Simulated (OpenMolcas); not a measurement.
# CO2 (carbon dioxide), step by step, part 2 of 2

OpenMolcas 26.06.

## (6) The triplet: the energy at FCI/STO-3G (run 5)

Input file struct.xyz:

```xyz
3

O      0.371620    -1.091900     0.088230
C      0.000120     0.000050     0.000070
O     -0.371750     1.091850    -0.088290
```

Input file step5.inp:

```
&gateway
coord
struct.xyz
basis
STO-3G
group
NoSym
&seward
&rasscf
fileorb
$CurrDir/step1.ScfOrb
spin
3
nactel
16 0 0
inactive
3
ras2
12
ciroot
3 3 1
orblisting
Nothing
orbappear
Compact
cionly
```

Launch:

```bash
export MOLCAS_MEM=1860
pymolcas step5.inp > step5.log
```

The program printed, cut to the lines that bear on the results:

```text
[...]
      Basis functions           15
[...]
      Number of active orbitals                 12
[...]
      Spin quantum number                      1.0
[...]
      Active orbitals                           12
[...]
      Number of CSFs                        113256
[...]
      Number of root(s) required                 3
[...]
      Natural orbitals and occupation numbers for root  1
      sym 1:   1.997281   1.997415   1.982372   1.960759   1.960759   1.973668   1.491506   1.491503   0.546223   0.546220
               0.041115   0.011181
      Natural orbitals and occupation numbers for root  2
      sym 1:   1.997649   1.998473   1.980329   1.949341   1.949341   1.976511   1.494966   1.494969   0.554335   0.554338
               0.039141   0.010606
      Natural orbitals and occupation numbers for root  3
      sym 1:   1.997649   1.998473   1.980329   1.949341   1.949342   1.976511   1.494965   1.494970   0.554339   0.554334
               0.039141   0.010606
[...]
::    RASSCF root number  1 Total energy:   -185.00092014
::    RASSCF root number  2 Total energy:   -184.98159310
::    RASSCF root number  3 Total energy:   -184.98159310
[...]
      Total electronic charge=   22.000000
      Total            charge=   -0.000000
[...]
```

It took 24 s on 1 thread of Intel Xeon 6975P-C (Granite Rapids), shared host; peak memory 0.37 GiB.

The roots found:

```csv
excited state,energy (eV)
1,0.526
2,0.526
```

## (7) The vertical excitations at CIS(16,12)/STO-3G (run 6)

struct.xyz is that of step 6.

Input file step6.inp:

```
&GATEWAY
Coord = struct.xyz
Basis = STO-3G
Group = NoSym
&SEWARD
&RASSCF
FileOrb = $CurrDir/step1.ScfOrb
Spin = 1
Nactel = 16 1 1
Inactive = 3
Ras1 = 8
Ras2 = 0
Ras3 = 4
CIRoot = 5 5 1
OrbListing = Nothing
OrbAppear = Compact
CIOnly
&RASSI
NrOfJobIphs = 1 all
```

Launch:

```bash
export MOLCAS_MEM=1860
pymolcas step6.inp > step6.log
```

The program printed:

```text
--- Start Module: gateway ---

                                              &GATEWAY

                       available to each process: 1.9 GB of memory, 1 thread

++    Symmetry information:
      ---------------------

                    Character Table for C1

                             E
                    a        1  x, y, xy, Rz, z, xz, Ry, yz, Rx, I
--

++    Basis set information:
      ----------------------

      Basis set label: O.STO-3G.........

      Electronic valence basis set:
      ------------------
      Associated Effective Charge   8.000000 au
      Associated Actual Charge      8.000000 au
      Nuclear Model: Point charge

      Shell  nPrim  nBasis  Cartesian Spherical Contaminant
         s       6       2        X
         p       3       1        X

      Basis set label: C.STO-3G.........

      Electronic valence basis set:
      ------------------
      Associated Effective Charge   6.000000 au
      Associated Actual Charge      6.000000 au
      Nuclear Model: Point charge

      Shell  nPrim  nBasis  Cartesian Spherical Contaminant
         s       6       2        X
         p       3       1        X

      Basis set label: O.STO-3G.........

      Electronic valence basis set:
      ------------------
      Associated Effective Charge   8.000000 au
      Associated Actual Charge      8.000000 au
      Nuclear Model: Point charge

      Shell  nPrim  nBasis  Cartesian Spherical Contaminant
         s       6       2        X
         p       3       1        X
--

++    Molecular structure info:
      -------------------------

                    ************************************************
                    **** Cartesian Coordinates / bohr, angstrom ****
                    ************************************************

     Center  Label                x              y              z                     x              y              z
        1      O1               0.702260      -2.063392       0.166731              0.371620      -1.091900       0.088230
        2      C2               0.000227       0.000094       0.000132              0.000120       0.000050       0.000070
        3      O3              -0.702506       2.063297      -0.166844             -0.371750       1.091850      -0.088290

                    ***************************************
                    *    InterNuclear Distances / bohr    *
                    ***************************************

               1 O1            2 C2            3 O3
    1 O1       0.000000
    2 C2       2.185997        0.000000
    3 O3       4.371979        2.185983        0.000000

                    *******************************************
                    *    InterNuclear Distances / angstrom    *
                    *******************************************

               1 O1            2 C2            3 O3
    1 O1       0.000000
    2 C2       1.156780        0.000000
    3 O3       2.313552        1.156772        0.000000

                    **************************************
                    *    Valence Bond Angles / degree    *
                    **************************************
                          Atom centers                 Phi
                      1 O1       2 C2       3 O3       179.98
--

            Nuclear Potential Energy             58.55471184 au

--- Stop Module: gateway /rc=_RC_ALL_IS_WELL_ ---

--- Start Module: seward ---

                                              &SEWARD

                       available to each process: 1.9 GB of memory, 1 thread

               SEWARD will generate:
                  Multipole Moment integrals up to order  2
                  Kinetic Energy integrals
                  Nuclear Attraction integrals (point charge)
                  One-Electron Hamiltonian integrals
                  Velocity integrals
                  Orbital angular momentum around ( -0.0000  -0.0000  -0.0000 )
                  Velocity quadrupole around ( -0.0000  -0.0000  -0.0000 )
                  Two-Electron Repulsion integrals

                   Integrals are discarded if absolute value <: 1.00E-14
                   Integral cutoff threshold is set to       <: 1.00E-16

            Nuclear Potential Energy             58.55471184 au

      Basis set specifications :
      Symmetry species         a
      Basis functions           15

--- Stop Module: seward /rc=_RC_ALL_IS_WELL_ ---

--- Start Module: rasscf ---

                                              &RASSCF

                       available to each process: 1.9 GB of memory, 1 thread

      Header of the ONEINT file:
      --------------------------

      OrdInt status: non-squared

      Cartesian coordinates in angstrom:
      -----------------------------------------------------
      No.  Label        X            Y            Z
      -----------------------------------------------------
       1   O1         0.37162000  -1.09190000   0.08823000
       2   C2         0.00012000   0.00005000   0.00007000
       3   O3        -0.37175000   1.09185000  -0.08829000
      -----------------------------------------------------
      Nuclear repulsion energy =   58.55471184

++    Wave function specifications:
      -----------------------------

[... 36 lines left out ...]
      weights                                0.200 0.200 0.200 0.200 0.200
[... 39 lines left out ...]
      Note: transformation to natural orbitals
[... 2 lines left out ...]
      printout of CI-coefficients larger than  0.05 for root  1
      energy=    -185.063760
      conf/sym  111111111111     Coeff  Weight
[... 2 lines left out ...]
      printout of CI-coefficients larger than  0.05 for root  2
      energy=    -184.772233
      conf/sym  111111111111     Coeff  Weight
[... 3 lines left out ...]
      printout of CI-coefficients larger than  0.05 for root  3
      energy=    -184.754655
      conf/sym  111111111111     Coeff  Weight
[... 5 lines left out ...]
      printout of CI-coefficients larger than  0.05 for root  4
      energy=    -184.754655
      conf/sym  111111111111     Coeff  Weight
[... 5 lines left out ...]
      printout of CI-coefficients larger than  0.05 for root  5
      energy=    -184.560422
      conf/sym  111111111111     Coeff  Weight
[... 5 lines left out ...]
      Natural orbitals and occupation numbers for root  1
[... 3 lines left out ...]
      Natural orbitals and occupation numbers for root  2
[... 3 lines left out ...]
      Natural orbitals and occupation numbers for root  3
[... 3 lines left out ...]
      Natural orbitals and occupation numbers for root  4
[... 3 lines left out ...]
      Natural orbitals and occupation numbers for root  5
[... 4 lines left out ...]
      *                                                    Final results                                                     *
[... 2 lines left out ...]
++    Final optimization conditions:
[... 3 lines left out ...]
      RASSCF energy for state  5                   -184.56042195
[... 9 lines left out ...]
      Final state energy(ies):
[... 2 lines left out ...]
::    RASSCF root number  1 Total energy:   -185.06376017
::    RASSCF root number  2 Total energy:   -184.77223309
::    RASSCF root number  3 Total energy:   -184.75465459
::    RASSCF root number  4 Total energy:   -184.75465459
::    RASSCF root number  5 Total energy:   -184.56042195
      Von Neumann Entropy (Root   1) =  0.00000
[... 28 lines left out ...]
      Dipole Moment (debye):
[... 11 lines left out ...]
      Von Neumann Entropy (Root   2) =  1.62256
[... 28 lines left out ...]
      Dipole Moment (debye):
[... 11 lines left out ...]
      Von Neumann Entropy (Root   3) =  1.62256
[... 28 lines left out ...]
      Dipole Moment (debye):
[... 11 lines left out ...]
      Von Neumann Entropy (Root   4) =  1.62256
[... 28 lines left out ...]
      Dipole Moment (debye):
[... 11 lines left out ...]
      Von Neumann Entropy (Root   5) =  1.61788
[... 28 lines left out ...]
      Dipole Moment (debye):
[... 12 lines left out ...]
      Natural orbitals for root   1 are written to the RASORB.1 file
      Natural orbitals for root   2 are written to the RASORB.2 file
      Natural orbitals for root   3 are written to the RASORB.3 file
      Natural orbitals for root   4 are written to the RASORB.4 file
      Natural orbitals for root   5 are written to the RASORB.5 file
      Spin density orbitals for root   1 are written to the SPDORB.1 file
      Spin density orbitals for root   2 are written to the SPDORB.2 file
      Spin density orbitals for root   3 are written to the SPDORB.3 file
      Spin density orbitals for root   4 are written to the SPDORB.4 file
      Spin density orbitals for root   5 are written to the SPDORB.5 file
[... 1 line left out ...]
--- Stop Module: rasscf /rc=_RC_ALL_IS_WELL_ ---
           step6.RasOrb.2 step6.RasOrb.3 step6.RasOrb.4 step6.RasOrb.5 step6.rasscf.h5 step6.SpdOrb.1 step6.SpdOrb.2 step6.SpdOrb.3 step6.SpdOrb.4 step6.SpdOrb.5 xmldump

--- Start Module: rassi ---

                                               &RASSI

                       available to each process: 1.9 GB of memory, 1 thread

      ********************************************************************************
      *                             General data section                             *
      ********************************************************************************

   Specific data for JOBIPH file JOBIPH
   -------------------------------------

   Header from SEWARD:

   CASSCF title (first line only):
       (No title given)

  STATE IRREP:                1
  SPIN MULTIPLICITY:          1
  ACTIVE ELECTRONS:          16
  MAX RAS1 HOLES:             1
  MAX RAS3 ELECTRONS:         1
  NR OF CONFIG:              33

   The following data are common to all the states:
   ------------------------------------------------
   (note: frozen counts as inactive, deleted as secondary)

      Nr of irreps: 1

                 Total     No./Irrep
      Irrep                  1
                             a

      INACTIVE       3       3
      ACTIVE        12      12
      SECONDARY      0       0
      BASIS         15      15

      RAS1           8       8
      RAS2           0       0
      RAS3           4       4

        MATRIX ELEMENTS WILL BE COMPUTED FOR THE FOLLOWING ONE-ELECTRON OPERATORS, UNLESS ZERO BY SYMMETRY.
   (Herm=Hermitian, Anti=Antihermitian, Sing=Singlet operator, Trip=Triplet operator)
     MLTPL  0   1 (HERMSING)     MLTPL  1   1 (HERMSING)     MLTPL  1   2 (HERMSING)
     MLTPL  1   3 (HERMSING)     MLTPL  2   1 (HERMSING)     MLTPL  2   2 (HERMSING)
     MLTPL  2   3 (HERMSING)     MLTPL  2   4 (HERMSING)     MLTPL  2   5 (HERMSING)
     MLTPL  2   6 (HERMSING)     VELOCITY   1 (ANTISING)     VELOCITY   2 (ANTISING)
     VELOCITY   3 (ANTISING)     ANGMOM     1 (ANTISING)     ANGMOM     2 (ANTISING)
     ANGMOM     3 (ANTISING)     MLTPV  2   1 (ANTISING)     MLTPV  2   2 (ANTISING)
     MLTPV  2   3 (ANTISING)     MLTPV  2   4 (ANTISING)     MLTPV  2   5 (ANTISING)
     MLTPV  2   6 (ANTISING)

       EIGENSTATES OF A SPIN-FREE HAMILTONIAN WILL BE COMPUTED BASED ON:

  A Hamiltonian matrix computed by RASSI.

  Nr of states:                    5

   State:        1   2   3   4   5
  JobIph:        1   1   1   1   1
 Root nr:        1   2   3   4   5

  HAMILTONIAN MATRIX FOR THE ORIGINAL STATES:

  Diagonal, with energies
   -185.06376017   -184.77223309   -184.75465459   -184.75465459   -184.56042195

      OVERLAP MATRIX FOR THE ORIGINAL STATES:

  Diagonal, with elements
      1.00000000      1.00000000      1.00000000      1.00000000      1.00000000

::    RASSI State    1     Total energy:    -185.06376016512661
::    RASSI State    2     Total energy:    -184.77223308943894
::    RASSI State    3     Total energy:    -184.75465459040032
::    RASSI State    4     Total energy:    -184.75465459040032
::    RASSI State    5     Total energy:    -184.56042194697250

      ****************************************************************************************************
      *                                         Spin-free section                                        *
      *                 Note: index according to input order, order according to energy.                 *
      ****************************************************************************************************

  SPIN-FREE ENERGIES:
  (Shifted by EMIN (a.u.) =       -185.0637601651)

 SF State       Relative EMIN(au)   Rel lowest level(eV)    D:o, cm**(-1)

     1             0.0000000000        0.0000000000              0.0000
     2             0.2915270757        7.9328558577          63982.7975
     3             0.3091055747        8.4111911847          67840.8321
     4             0.3091055747        8.4111911847          67840.8321
     5             0.5033382182       13.6965306666         110469.9699

++ Dipole transition strengths (spin-free states):
   -----------------------------------------------
     for osc. strength at least  1.00000000E-05

      From   To        Osc. strength     Einstein coefficients Ax, Ay, Az (sec-1)    Total A (sec-1)
     -----------------------------------------------------------------------------------------------
         2    5       2.41447945E-03  6.99933968E+05  2.26672012E+04  2.75782160E+06  3.48042277E+06
         3    5       1.27671062E-02  9.04758210E+05  3.94563830E+05  1.41762887E+07  1.54756107E+07
         4    5       1.27671042E-02  1.29731265E+07  1.29324024E+06  1.20924145E+06  1.54756082E+07
     -----------------------------------------------------------------------------------------------
--

++ Velocity transition strengths (spin-free states):
   -------------------------------------------------
     for osc. strength at least  1.00000000E-05

      From   To        Osc. strength     Einstein coefficients Ax, Ay, Az (sec-1)    Total A (sec-1)
     -----------------------------------------------------------------------------------------------
         2    5       2.23759379E-02  6.48656546E+06  2.10065936E+05  2.55578257E+07  3.22544571E+07
         3    5       7.08522618E-03  5.02112284E+05  2.18968559E+05  7.86725548E+06  8.58833632E+06
         4    5       7.08522916E-03  7.19957154E+06  7.17697879E+05  6.71070509E+05  8.58833993E+06
     -----------------------------------------------------------------------------------------------
--

++ Length and velocity gauge comparison (spin-free states):
   --------------------------------------------------------

 --------------------------------------------------
 A comparison between the dipole oscillator strengths in
 length and velocity gauge will be performed

     All dipole oscillator differences above the tolerance of   1.00000000E-01  will be printed

 Due to basis set deficiency these oscillator may be problematic

 The tolerance is defined as ABS(1-O_l/O_v)
 O_l : dipole oscillator strength in length gauge
 O_p : dipole oscillator strength in velocity gauge
 --------------------------------------------------

  Problematic transitions have been found

      From   To       Difference (%) Osc. st. (len.) Osc. st. (vel.)
     ---------------------------------------------------------------
         2    5            89.209483  2.41447945E-03  2.23759379E-02
         3    5            80.193348  1.27671062E-02  7.08522618E-03
         4    5            80.193243  1.27671042E-02  7.08522916E-03
     ---------------------------------------------------------------

 Number of problematic transitions =                     3

--

 Electric-dipole - electric-octupole not included
 Electric-dipole - magnetic-quadrupole not included

      ****************************************************************************************************
      *                                    Special properties section                                    *
      ****************************************************************************************************

--- Stop Module: rassi /rc=_RC_ALL_IS_WELL_ ---

.##################.
.# Happy landing! #.
.##################.

    Timing: Wall=2.05 User=1.70 System=0.34
```

Run time: 2.2 s. Hardware: 1 thread of Intel Xeon 6975P-C (Granite Rapids), shared host; peak memory 0.37 GiB.

The roots found:

```csv
excited state,energy (eV),strength
1,7.933,0.0000
2,8.411,0.0000
3,8.411,0.0000
4,13.697,0.0000
```

## (8) Results

The summary covers parts 1 to 2.

| quantity | value |
| --- | --- |
| run 1, HF/STO-3G: total energy | -185.06376 Eh |
| run 1, HF/STO-3G: dipole moment | 0.00 D |
| run 1, HF/STO-3G: HOMO energy | -10.74 eV |
| run 1, HF/STO-3G: LUMO energy | 9.04 eV |
| run 1, HF/STO-3G: HOMO–LUMO gap | 19.78 eV |
| run 2, FCI/STO-3G: total energy | -185.27357 Eh |
| run 2, FCI/STO-3G: dipole moment (CI density) | 0.00 D |
| run 2, FCI/STO-3G: lowest excitation energy within this active space | 8.28 eV |
| doublet cation: total energy | -184.91241 Eh |
| doublet cation: lowest excitation energy within this active space | 4.94 eV |
| triplet: total energy | -185.00092 Eh |
| triplet: dipole moment (CI density) | 0.00 D |
| triplet: lowest excitation energy within this active space | 0.53 eV |
| run 6, CIS(16,12)/STO-3G: ground-state or mean-field energy | -185.06376 Eh |
| run 6, CIS(16,12)/STO-3G: dipole moment (CI density) | 0.00 D |
| run 6, CIS(16,12)/STO-3G: lowest excitation energy within this active space | 7.93 eV |
| run 3, FCI/STO-3G | no result (timeout) |
| vertical ionisation energy (to the doublet cation) | 9.828 eV |
| vertical energy of the triplet above the singlet | 7.419 eV |

What this shows: Removing an electron at fixed nuclei costs 9.83 eV (227 kcal/mol). The measured vertical value is 13.78 eV (NIST CCCBDB): this level is 3.95 eV (29 %) too low. In a minimal basis such a difference can be off by several eV, whatever the method. At this shape the triplet lies 7.42 eV (171 kcal/mol) above the singlet. Mulliken charges (run 1, HF/STO-3G) run from -0.23 on O1 to +0.47 on C2. Excitation energies in a minimal basis are rough. 1 of the 6 runs did not end normally.
